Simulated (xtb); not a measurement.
xtb input:

```bash
xtb mol.xyz --gfn 2 --sp --chrg 0 --uhf 0
```
mol.xyz:
```
4

N      0.00224146    -0.00382052     0.11155442
H     -0.00202883     0.95117179    -0.22808750
H      0.80949996    -0.46442426    -0.29287493
H     -0.82316134    -0.46000387    -0.25991854
```

Task: Predict the final energy.

Result: -4.42624 Eh (GFN2-xTB).
